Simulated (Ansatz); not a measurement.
Molecule: methanedithione, CS2, charge 0, multiplicity 1. 
Geometry from a B3LYP-D3(BJ)/def2-TZVP (Ansatz, a program for electronic structure) optimisation:
```
C
S 1 1.5527
S 1 1.5527 2 180.00
```

Basis-set convergence of Hartree-Fock and CCSD correlation energies (hartree) with Ansatz. Cores are frozen in the correlated levels unless marked. No spin-orbit coupling. Non-relativistic.

```json
[
 {"basis": "aug-cc-pV(D+d)Z", "functions": "87", "E(HF)": "-832.94039", "E(corr, CCSD)": "-0.42770"},
 {"basis": "aug-cc-pV(T+d)Z", "functions": "156", "E(HF)": "(withheld)", "E(corr, CCSD)": "(withheld)"}
]
```

Task: Complete the blanks.

Result: 
- aug-cc-pV(T+d)Z, E(HF): -832.97237
- aug-cc-pV(T+d)Z, E(corr, CCSD): -0.51435
